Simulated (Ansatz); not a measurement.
We consider 1T (CdI2-type) PtSe₂, described by PBE (plane waves, PAW; Ansatz, a quantum-chemistry and plane-wave program).

Settings: plane-wave cutoff 500 eV, 12×12×8 k mesh (along the axes of the cell as run), Fermi–Dirac smearing 0.05 eV, scalar-relativistic PAW data made under PBE.

Cell (relaxed at this level):

```cif
data_PtSe2
_chemical_formula_sum 'Pt1 Se2'
_space_group_name_H-M_alt 'P 1'
_space_group_IT_number 1
_cell_length_a 3.75152
_cell_length_b 3.75152
_cell_length_c 6.47168
_cell_angle_alpha 90.000
_cell_angle_beta 90.000
_cell_angle_gamma 120.000
loop_
_space_group_symop_operation_xyz
  'x, y, z'
loop_
_atom_site_label
_atom_site_type_symbol
_atom_site_fract_x
_atom_site_fract_y
_atom_site_fract_z
_atom_site_occupancy
Pt1 Pt 0.00000 0.00000 0.00000 1
Se1 Se 0.33333 0.66667 0.20191 1
Se2 Se 0.66667 0.33333 0.79809 1
```

Question: What does this level give for the band gap?

Answer: 
- band gap = 0.86 eV (on the SCF k mesh)

Measured, for comparison: band gap 0 eV (temperature not stated, not corrected to a static lattice, semimetal, ARPES; as tabulated in Two-dimensional noble-metal chalcogenides and phosphochalcogenides, Angew. …).

Note: the cell comes from a level without a dispersion term, which matters for the spacing of layers, chains or molecules; the cell has widely spaced layers and the level no dispersion term, so their spacing and the moduli can rest on weak binding.

Spin–orbit coupling is not included; with these elements it can move the gap by several tenths of an eV or more.

Computed values are for the static lattice.

It cost roughly 7 core-minutes of CPU time.
